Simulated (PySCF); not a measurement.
C5H7N.
InChI=1S/C5H7N/c1-2-3-4-5-6/h1,3-4H,5-6H2/b4-3+

All values: PBE0/def2-SVPD (PySCF, non-relativistic), on one gas-phase PBE0-D3(BJ)/def2-SVP geometry that isn't relaxed in the solvent. The solvent is an IEF-PCM continuum (van der Waals radii × 1.2), and excitations are vertical TDDFT with non-equilibrium linear response and a frozen core. The model holds no explicit solvent molecules, cavitation or dispersion.

Gas-phase singlets (H = HOMO, L = LUMO):

| state | E (eV) | λ (nm) | f | leading configurations |
| --- | --- | --- | --- | --- |
| S1 | 5.072 | 244 | 0.153 | H→L 55%, H-1→L 33%, H-2→L 10% |
| S2 | 5.377 | 231 | 0.124 | H-2→L 70%, H→L 22% |
| S3 | 5.638 | 220 | 0.131 | H-1→L 58%, H-2→L 18%, H→L 13% |
| S4 | 6.054 | 205 | 0.006 | H→L+1 56%, H→L+2 23% |
| S5 | 6.502 | 191 | 0.014 | H→L+2 54%, H→L+1 32% |

Question: Give the list for methanol (ε = 32.61), n² = 1.77.

Answer: 
```json
{"state": "S1", "E (eV)": "5.065", "λ (nm)": "245", "f": "0.240", "leading configurations": "H→L 69%, H-1→L 25%", "change by rank (eV)": "-0.007"}
{"state": "S2", "E (eV)": "5.463", "λ (nm)": "227", "f": "0.161", "leading configurations": "H-2→L 60%, H-1→L 19%, H→L 17%", "change by rank (eV)": "+0.086"}
{"state": "S3", "E (eV)": "5.643", "λ (nm)": "220", "f": "0.125", "leading configurations": "H-1→L 51%, H-2→L 34%", "change by rank (eV)": "+0.005"}
{"state": "S4", "E (eV)": "6.088", "λ (nm)": "204", "f": "0.005", "leading configurations": "H→L+1 68%, H→L+2 12%, H-1→L+1 11%", "change by rank (eV)": "+0.034"}
{"state": "S5", "E (eV)": "6.711", "λ (nm)": "185", "f": "0.015", "leading configurations": "H→L+2 72%, H→L+1 19%", "change by rank (eV)": "+0.209"}
```

Question: Give the list for acetonitrile (ε = 35.69), n² = 1.81.

Answer: 
| state | E (eV) | λ (nm) | f | leading configurations | change by rank (eV) |
| --- | --- | --- | --- | --- | --- |
| S1 | 5.063 | 245 | 0.244 | H→L 69%, H-1→L 25% | -0.009 |
| S2 | 5.462 | 227 | 0.163 | H-2→L 59%, H-1→L 20%, H→L 16% | +0.085 |
| S3 | 5.642 | 220 | 0.123 | H-1→L 50%, H-2→L 34% | +0.004 |
| S4 | 6.088 | 204 | 0.005 | H→L+1 68%, H→L+2 12%, H-1→L+1 11% | +0.034 |
| S5 | 6.711 | 185 | 0.015 | H→L+2 72%, H→L+1 19% | +0.209 |

Question: How do the frontier levels move from gas to acetonitrile?

Answer: 
```tsv
orbital	gas (eV)	solvent (eV)	change (eV)
LUMO+2	0.96	1.11	+0.15
LUMO+1	0.73	0.81	+0.08
LUMO	-0.97	-0.94	+0.03
HOMO	-6.84	-6.87	-0.03
HOMO-1	-7.48	-7.47	+0.01
HOMO-2	-8.05	-8.17	-0.12
HOMO-3	-9.58	-9.64	-0.06
```

The HOMO–LUMO gap goes from 5.87 to 5.92 eV. Rows go by rank; for LUMO+1 and LUMO+2 the atom shares or the degeneracy differ between the runs, so the row needn't follow one orbital.

Conformer computed: `[CH:1]#[C:2]/[CH:3]=[CH:4]/[CH2:5][NH2:6]`: C3–C4–C5–N6 117°, H–N6–C5–C4 62°, H–N6–C5–C4 -54°.
